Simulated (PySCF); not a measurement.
# C4H5FO: NMR shifts at several levels of theory, part 2 of 2

PySCF 2.14.0. Atoms count from 0. The steps go on from the part before.

## (6) Nuclear shieldings: B3LYP/pcSseg-2

Job settings and geometry (Å):

```
{"job": {"kind": "nmr", "xc": "B3LYP", "basis": "pcSseg-2", "pop": false}, "charge": 0, "multiplicity": 1}
O      1.830482     0.078783    -1.184895
C      1.331403     0.706452    -0.310229
F      1.949369     1.780414     0.200107
C      0.037131     0.460127     0.351331
C     -0.374881    -0.986312     0.521400
C     -1.055172    -0.153685    -0.496643
H     -0.237619     1.176066     1.127540
H     -0.903960    -1.235531     1.443977
H      0.340629    -1.735145     0.173060
H     -2.073824     0.193166    -0.308841
H     -0.802752    -0.327397    -1.545602
```

Method: GIAO B3LYP/pcSseg-2 NMR shielding, non-relativistic, gas phase.

Log:

```text
coarse grid: 9616 points
cycle   1  E = -330.4561548021  dE =  1.012e+00  |g| = 9.676e-01  |ddm| = 2.282e+00
cycle   2  E = -329.8955898504  dE =  5.606e-01  |g| = 1.989e+00  |ddm| = 1.505e+00
cycle   3  E = -330.6064356787  dE = -7.108e-01  |g| = 3.081e-01  |ddm| = 1.169e+00
cycle   4  E = -330.6223615804  dE = -1.593e-02  |g| = 9.906e-02  |ddm| = 2.265e-01
cycle   5  E = -330.6236467005  dE = -1.285e-03  |g| = 2.591e-02  |ddm| = 4.860e-02
cycle   6  E = -330.6237871352  dE = -1.404e-04  |g| = 8.001e-03  |ddm| = 2.363e-02
cycle   7  E = -330.6237992836  dE = -1.215e-05  |g| = 1.835e-03  |ddm| = 5.508e-03
cycle   8  E = -330.6237999530  dE = -6.694e-07  |g| = 4.371e-04  |ddm| = 1.651e-03
final grid: 94504 points
cycle   9  E = -330.6249867767  dE = -7.763e-05  |g| = 5.509e-03  |ddm| = 4.857e-02
cycle  10  E = -330.6249788010  dE =  7.976e-06  |g| = 8.390e-03  |ddm| = 8.098e-03
cycle  11  E = -330.6249931712  dE = -1.437e-05  |g| = 1.170e-03  |ddm| = 5.017e-03
cycle  12  E = -330.6249933489  dE = -1.777e-07  |g| = 5.755e-04  |ddm| = 8.526e-04
cycle  13  E = -330.6249934011  dE = -5.225e-08  |g| = 2.192e-04  |ddm| = 3.957e-04
cycle  14  E = -330.6249934088  dE = -7.640e-09  |g| = 3.680e-05  |ddm| = 1.339e-04
cycle  15  E = -330.6249934090  dE = -2.373e-10  |g| = 1.044e-05  |ddm| = 2.750e-05
converged SCF energy = -330.6249934090

GIAO shielding tensors (ppm)
atom      isotropic    diamagn.    paramagn.     s11        s22        s33       span
  0 O      -70.357     395.740    -466.097   -336.299   -157.336    282.564    618.863
  1 C        0.095     250.583    -250.488   -119.865     37.725     82.424    202.288
  2 F      121.674     470.167    -348.494   -113.693    199.572    279.143    392.836
  3 C      166.423     248.761     -82.339    130.742    144.971    223.555     92.813
  4 C      165.064     248.221     -83.157    134.747    165.786    194.660     59.913
  5 C      165.436     248.341     -82.905    135.373    165.838    195.098     59.725
  6 H       29.857      31.297      -1.441     23.362     28.087     38.120     14.758
  7 H       30.373      30.125       0.248     25.151     26.147     39.821     14.670
  8 H       30.206      31.140      -0.935     25.081     27.522     38.014     12.933
  9 H       30.367      30.132       0.235     25.143     26.151     39.807     14.664
 10 H       30.184      31.173      -0.990     25.016     27.507     38.028     13.012
```

It took 32 s on 1 thread of Arm Neoverse V1, shared host; peak memory 1.1 GiB.

Key values: δ C1 179.1, C4 13.9, C3 12.8, O0 396.2, H6 1.53, H8 1.19 ppm (means over like atoms).

## (7) NMR shieldings: PBE0/pcSseg-2

Settings changed since step 6:

```diff
@@ -1,2 +1,2 @@
-{"job": {"kind": "nmr", "xc": "B3LYP", "basis": "pcSseg-2", "pop": false}, "charge": 0, "multiplicity": 1}
+{"job": {"kind": "nmr", "xc": "PBE0", "basis": "pcSseg-2", "pop": false}, "charge": 0, "multiplicity": 1}
 O      1.830482     0.078783    -1.184895
```

Method: GIAO PBE0/pcSseg-2 NMR shielding, non-relativistic, gas phase.

Log:

```text
coarse grid: 9616 points
cycle   1  E = -330.1164753742  dE =  1.038e+00  |g| = 8.944e-01  |ddm| = 2.299e+00
cycle   2  E = -329.7109685001  dE =  4.055e-01  |g| = 1.743e+00  |ddm| = 1.276e+00
cycle   3  E = -330.2513843270  dE = -5.404e-01  |g| = 2.440e-01  |ddm| = 9.498e-01
cycle   4  E = -330.2612420761  dE = -9.858e-03  |g| = 7.761e-02  |ddm| = 1.750e-01
cycle   5  E = -330.2620555481  dE = -8.135e-04  |g| = 1.912e-02  |ddm| = 3.832e-02
cycle   6  E = -330.2621319555  dE = -7.641e-05  |g| = 5.963e-03  |ddm| = 1.763e-02
cycle   7  E = -330.2621387255  dE = -6.770e-06  |g| = 1.305e-03  |ddm| = 3.884e-03
final grid: 94504 points
cycle   8  E = -330.2599444095  dE = -7.335e-05  |g| = 1.089e-02  |ddm| = 4.800e-02
cycle   9  E = -330.2598946261  dE =  4.978e-05  |g| = 1.961e-02  |ddm| = 1.536e-02
cycle  10  E = -330.2599677240  dE = -7.310e-05  |g| = 2.264e-03  |ddm| = 1.002e-02
cycle  11  E = -330.2599687246  dE = -1.001e-06  |g| = 3.392e-04  |ddm| = 1.399e-03
cycle  12  E = -330.2599687394  dE = -1.484e-08  |g| = 1.775e-04  |ddm| = 3.215e-04
cycle  13  E = -330.2599687439  dE = -4.461e-09  |g| = 3.328e-05  |ddm| = 9.681e-05
cycle  14  E = -330.2599687441  dE = -1.970e-10  |g| = 8.618e-06  |ddm| = 2.522e-05
converged SCF energy = -330.2599687441

GIAO shielding tensors (ppm)
atom      isotropic    diamagn.    paramagn.     s11        s22        s33       span
  0 O      -68.341     395.874    -464.215   -336.127   -156.005    287.108    623.235
  1 C        5.789     251.724    -245.935   -113.465     43.553     87.280    200.746
  2 F      123.912     468.998    -345.086   -112.435    203.869    280.302    392.737
  3 C      171.386     251.456     -80.070    136.298    150.751    227.109     90.811
  4 C      170.314     250.929     -80.615    140.753    171.337    198.852     58.099
  5 C      170.677     251.049     -80.372    141.361    171.390    199.280     57.919
  6 H       29.716      31.111      -1.395     23.074     27.759     38.315     15.241
  7 H       30.246      29.944       0.302     24.870     25.837     40.032     15.162
  8 H       30.067      31.288      -1.220     24.769     27.204     38.230     13.460
  9 H       30.240      29.949       0.291     24.862     25.840     40.018     15.156
 10 H       30.045      31.327      -1.281     24.705     27.189     38.243     13.538
```

It took 31 s on 1 thread of Arm Neoverse V1, shared host; peak memory 1.1 GiB.

In short: δ C1 178.3, C4 13.6, C3 12.7, O0 396.5, H6 1.53, H8 1.19 ppm (means over like atoms).

## (8) Shielding tensors: mPW1PW91/pcSseg-2

Settings changed since step 7:

```diff
@@ -1,2 +1,2 @@
-{"job": {"kind": "nmr", "xc": "PBE0", "basis": "pcSseg-2", "pop": false}, "charge": 0, "multiplicity": 1}
+{"job": {"kind": "nmr", "xc": "mPW1PW91", "basis": "pcSseg-2", "pop": false}, "charge": 0, "multiplicity": 1}
 O      1.830482     0.078783    -1.184895
```

With the program's defaults for keys left out, this is: GIAO mPW1PW91/pcSseg-2 NMR shielding, non-relativistic, gas phase.

Log:

```text
coarse grid: 9616 points
cycle   1  E = -330.3910335123  dE =  1.041e+00  |g| = 9.153e-01  |ddm| = 2.291e+00
cycle   2  E = -329.9712518698  dE =  4.198e-01  |g| = 1.773e+00  |ddm| = 1.301e+00
cycle   3  E = -330.5310808150  dE = -5.598e-01  |g| = 2.508e-01  |ddm| = 9.751e-01
cycle   4  E = -330.5414698297  dE = -1.039e-02  |g| = 8.063e-02  |ddm| = 1.812e-01
cycle   5  E = -330.5423421397  dE = -8.723e-04  |g| = 1.966e-02  |ddm| = 4.002e-02
cycle   6  E = -330.5424230521  dE = -8.091e-05  |g| = 6.136e-03  |ddm| = 1.814e-02
cycle   7  E = -330.5424302230  dE = -7.171e-06  |g| = 1.355e-03  |ddm| = 4.009e-03
final grid: 94504 points
cycle   8  E = -330.5401567112  dE = -7.532e-05  |g| = 7.870e-03  |ddm| = 4.921e-02
cycle   9  E = -330.5401333878  dE =  2.332e-05  |g| = 1.361e-02  |ddm| = 1.130e-02
cycle  10  E = -330.5401693409  dE = -3.595e-05  |g| = 1.782e-03  |ddm| = 7.163e-03
cycle  11  E = -330.5401699388  dE = -5.979e-07  |g| = 3.388e-04  |ddm| = 1.105e-03
cycle  12  E = -330.5401699559  dE = -1.717e-08  |g| = 1.570e-04  |ddm| = 3.068e-04
cycle  13  E = -330.5401699594  dE = -3.448e-09  |g| = 2.785e-05  |ddm| = 8.534e-05
cycle  14  E = -330.5401699595  dE = -1.345e-10  |g| = 6.629e-06  |ddm| = 2.064e-05
converged SCF energy = -330.5401699595

GIAO shielding tensors (ppm)
atom      isotropic    diamagn.    paramagn.     s11        s22        s33       span
  0 O      -70.080     395.885    -465.965   -338.641   -158.458    286.860    625.501
  1 C        5.039     251.753    -246.714   -114.582     42.876     86.823    201.406
  2 F      124.715     469.097    -344.383   -111.988    205.245    280.887    392.875
  3 C      170.540     251.251     -80.712    135.339    149.920    226.359     91.020
  4 C      169.545     251.252     -81.708    140.007    170.596    198.030     58.023
  5 C      169.904     251.376     -81.472    140.608    170.647    198.455     57.847
  6 H       29.767      31.143      -1.376     23.150     27.837     38.313     15.164
  7 H       30.293      29.953       0.341     24.946     25.919     40.015     15.069
  8 H       30.104      31.317      -1.213     24.825     27.268     38.219     13.394
  9 H       30.287      29.958       0.329     24.938     25.922     40.002     15.064
 10 H       30.082      31.356      -1.274     24.761     27.253     38.232     13.471
```

It took 32 s on 1 thread of Arm Neoverse V1, shared host; peak memory 1.1 GiB.

In short: δ C1 178.5, C4 13.8, C3 13.0, O0 397.2, H6 1.53, H8 1.20 ppm (means over like atoms).

## (9) Side by side: NMR shifts

Shifts (ppm) of some atoms, chosen among heavy atoms and hydrogens apart, means over like atoms, with basis size and wall time:

| run | C1 | C4 | C3 | H6 | H8 | O0 | F2 | functions | time |
| --- | --- | --- | --- | --- | --- | --- | --- | --- | --- |
| KT2/pcSseg-2 | 169.1 | 13.1 | 11.2 | 1.52 | 1.14 | 363.5 | 25.9 | 286 | 48 s |
| KT3/pcSseg-2 | 167.2 | 13.4 | 11.4 | 1.53 | 1.17 | 361.6 | 30.7 | 286 | 48 s |
| B97-D/pcSseg-2 | 172.5 | 14.9 | 13.5 | 1.56 | 1.19 | 374.0 | 39.9 | 286 | 48 s |
| B3LYP/pcSseg-2 | 179.1 | 13.9 | 12.8 | 1.53 | 1.19 | 396.2 | 48.1 | 286 | 32 s |
| PBE0/pcSseg-2 | 178.3 | 13.6 | 12.7 | 1.53 | 1.19 | 396.5 | 51.9 | 286 | 31 s |
| mPW1PW91/pcSseg-2 | 178.5 | 13.8 | 13.0 | 1.53 | 1.20 | 397.2 | 52.5 | 286 | 32 s |
| measured | – | – | – | 1.66 | – | – | – | – | – |

Measured: solution, not stated per compound (mostly CDCl3 or CCl4); Pretsch, Buehlmann, Badertscher, Structure Determination of Organic Compounds, 4th ed. (2009).

## (10) Outcome

This closing draws on all 2 parts.

```
                                                              quantity                  value
                                                           point group                     Cs
                                  rotational constants (main isotopes)   7.60, 2.69, 2.35 GHz
13C shifts against TMS (KT2/pcSseg-2, means over atoms taken as alike)  169.1, 13.1, 11.2 ppm
 1H shifts against TMS (KT2/pcSseg-2, means over atoms taken as alike)   1.52, 1.14, 1.00 ppm
                                 17O shifts against H2O (KT2/pcSseg-2)              363.5 ppm
                               19F shifts against CFCl3 (KT2/pcSseg-2)               25.9 ppm
                              measured, and computed on the same scale    H6 δ 1.66, 1.52 ppm
                                              range of the shift of O0     361.6 to 397.2 ppm
```

**Reading.** Single values in the summary come from the first run of each kind that ended normally (KT2/pcSseg-2), which need not be the best level. Over 10 steps the energy fell by 0.152 eV; of the close pairs, C1–C3 changed most, 1.425 to 1.474 Å. No frequency check was run at this level, so the end point may be a saddle. At KT2/pcSseg-2: The widest tensor belongs to O0: span 558 ppm, with a paramagnetic part of -432 ppm. The one measured 1H shift is missed by -0.14 ppm (computed less measured, unscaled). Vibration, temperature and solvent are missing from the calculation, and it holds one conformer, so part of the miss against the measured shifts is not the functional's. In ppm, O0 moves most: its shift spreads over 35.6 ppm, from 361.6 (KT3/pcSseg-2) to 397.2 (mPW1PW91/pcSseg-2). For the one measured 1H shift, B97-D/pcSseg-2 misses least (0.10 ppm, 48 s) and KT2/pcSseg-2 most (0.14 ppm, 48 s); the quickest, PBE0/pcSseg-2, misses by 0.13 ppm in 31 s. One molecule ranks no method: errors cancel, and vibration and temperature are missing from all runs.
